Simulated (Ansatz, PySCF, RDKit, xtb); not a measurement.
**Solving [AlSiPH6]+, step by step**

Only the formula [AlSiPH6]+ is given (charge +1, odd number of electrons). Aim: find the structure of lowest free energy at 298.15 K, then its properties.

The funnel: GFN2-xTB relaxations, single points with a density functional, relaxations at PBE0-D3(BJ)/def2-SVP, harmonic vibrations, and a last energy at a higher level. All values are calculated.

6 further runs of the same task are left out: 6 set aside as unsound or not needed.

## 1. Possible bonding patterns

A program enumerates the bonding patterns with one Lewis structure each (two rings at most, one unusual centre or charged pair), with their diastereomers. O–O, O–halogen and N–halogen bonds and N–N–N chains are not drawn. That gives 6 candidates.

```tsv
label	SMILES	spin
c215	[AlH2][P@H2+][SiH2]	doublet
c465	[SiH2][AlH][P@H3+]	doublet
c498	[AlH][SiH2][P@H3+]	doublet
c523	[SiH3][Al][P@H3+]	doublet
c673	[AlH][P@H2+][SiH3]	doublet
c933	[AlH2][SiH][P@H3+]	doublet
```

Candidates are built by distance geometry, with a force field where one applies, in up to four conformers (letters a to d). 6 starts with atoms placed at random are added, to find patterns that the rules miss.

**Question.** With final energies at CCSD(T)/def2-SVP + MP2/def2-TZVPP - MP2/def2-SVP, which structure will this search put lowest in free energy, and by what margin?

| quantity | value |
| --- | --- |
| lowest structure found | [SiH3][Al][P@H3+], doublet, C1 |
| next finalist | [SiH2][AlH][P@H3+], doublet, 4.4 kcal/mol higher in G |
| share at equilibrium, among the finalists | 99.9 % |
| harmonic wavenumbers, lowest and highest (PBE0-D3(BJ)/def2-SVP) | 14 and 2510 cm⁻¹ |
| rotational constants, same geometry | 0.3021, 0.0593, 0.05122 cm⁻¹ |
| HOMO energy (highest over α and β) (PBE0/def2-TZVPD) | -10.62 eV |
| LUMO energy (lowest over α and β) (PBE0/def2-TZVPD) | -7.65 eV |
| lowest excitation (TD-CAM-B3LYP/def2-SVPD) | 1.85 eV (f = 0.006) |
| strongest of the states computed, same level | 4.63 eV (f = 0.116) |
| vertical ionisation energy (to the singlet ion of charge +2) | 12.52 eV |
| vertical recombination energy (electron added) | 6.05 eV |
| vertical quartet less doublet | +3.35 eV |

The lowest structure found is `[SiH3][Al][P@H3+]`. The margin of 4.4 kcal/mol over the next finalist is beyond the usual error of the last level; it says nothing of structures that weren't ranked. PBE0-D3(BJ)/def2-SVP, HF/def2-SVP and MP2/def2-SVP already put its bonding pattern lowest among the structures in one piece; GFN2-xTB favours the doublet [SiH][AlH2][PH3] ‡ (c600, not a finalist); HF/STO-3G favours the doublet [AlH2][P@H2+][SiH2] (c215a, not a finalist); r2SCAN-D4/def2-SVP favours the doublet [AlH][SiH2][P@H3+] (c498ar, not a finalist). One minimum inside the window was never screened. The stability test raises a flag; for an open shell a flag towards a general spinor solution can be the free rotation of the spin. Lowest found is not proven lowest: the search is finite, and each finalist counts with one conformer. Patterns outside the rules of the enumeration were met only by chance.

‡ marks the bonded skeleton alone, with all bonds drawn single: no Lewis structure was assigned that passes a check against the bond lengths.
